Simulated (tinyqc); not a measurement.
Harmonic frequencies on the RHF/sto-3g surface (energies and gradients from PySCF), for H2O, spin multiplicity 1, step by step. Computed by tinyqc, a small Python program that keeps every step (integrals from PySCF). Settings: charge = 0, multiplicity = 1, basis = sto-3g, delta = 0.005. Command: `OMP_NUM_THREADS=1 python tinyqc.py 29618 29619 out.jsonl` (the two numbers bound the seeds that draw the settings). One thread of a shared host (Intel(R) Xeon(R) Processor @ 2.60GHz), about 1 s of CPU time with the checks.

## One row of the Hessian: 1Oy

optimised positions (bohr):
```
           x         y         z
1O   0.03369  -0.01677  -0.12847
2H  -0.02229   1.41043   1.07807
3H   0.16624  -1.44846   1.06674
```

gradient at +delta (hartree/bohr):
```
             x           y           z
1O  -0.0002640   0.0040134   0.0000363
2H   0.0000793  -0.0020121  -0.0017041
3H   0.0001847  -0.0020013   0.0016678
```

gradient at -delta (hartree/bohr):
```
             x           y           z
1O   0.0002642  -0.0039913   0.0000161
2H  -0.0000774   0.0019801   0.0016685
3H  -0.0001868   0.0020112  -0.0016846
```

Displace 1Oy by +/-0.005 bohr; H(k, :) = (g(+) - g(-)) / (2 delta).

row of the Hessian (hartree/bohr^2): 1Ox -0.0528241, 1Oy 0.8004701, 1Oz 0.0020170, 2Hx 0.0156660, 2Hy -0.3992150, 2Hz -0.3372534, 3Hx 0.0371582, 3Hy -0.4012551, 3Hz 0.3352363

## Hessian by finite differences

All rows are made in the same way, and the matrix is symmetrised.

Hessian (symmetrised) (hartree/bohr^2), lower triangle:
```
            1Ox         1Oy         1Oz         2Hx         2Hy         2Hz         3Hx         3Hy
1Ox   0.0041273
1Oy  -0.0528228   0.8004701
1Oz   0.0200108   0.0020172   0.6342623
2Hx  -0.0008991   0.0156656   0.0041780   0.0010411
2Hy   0.0194926  -0.3992151  -0.2167485  -0.0200033   0.4359920
2Hz   0.0121395  -0.3372507  -0.3193300  -0.0087208   0.2771777   0.3020027
3Hx  -0.0032277   0.0371572  -0.0241888  -0.0001421   0.0005106  -0.0034187   0.0033696
3Hy   0.0333301  -0.4012552   0.2147313   0.0043377  -0.0367768   0.0600730  -0.0376679   0.4380321
3Hz  -0.0321503   0.3352335  -0.3149334   0.0045429  -0.0604293   0.0173279   0.0276074  -0.2748041

           3Hz
3Hz  0.2976060
```

## Normal modes

masses (u): 1O 15.99492, 2H 1.00782, 3H 1.00782

Diagonalise H_ij / sqrt(m_i m_j); the 6 smallest eigenvalues belong to translations and rotations; wavenumber = sqrt(eigenvalue / 1822.888) x 219474.63; each mode has its largest component positive (the first on a tie); zero-point energy = sum of wavenumbers / 2, with 349.755 1/cm per kcal/mol.

eigenvalues of the mass-weighted Hessian (hartree/(bohr^2 u)): -0.00001  0.00000  0.00000  0.00000  0.00000  0.00000  0.17820  0.64864  0.72969

harmonic wavenumbers of the vibrations (1/cm): 2170.0  4140.1  4391.1

mass-weighted modes:
```
       mode 1    mode 2    mode 3
1Ox  -0.00843   0.00653   0.01727
1Oy   0.00049  -0.00045  -0.26189
1Oz  -0.26431   0.20479  -0.00110
2Hx   0.04529   0.02377  -0.02043
2Hy  -0.43313  -0.55684   0.52098
2Hz   0.52476  -0.41002   0.44042
3Hx  -0.01171  -0.04980  -0.04836
3Hy   0.43117   0.55864   0.52232
3Hz   0.52821  -0.40583  -0.43606
```

zero-point energy = 15.29808 kcal/mol
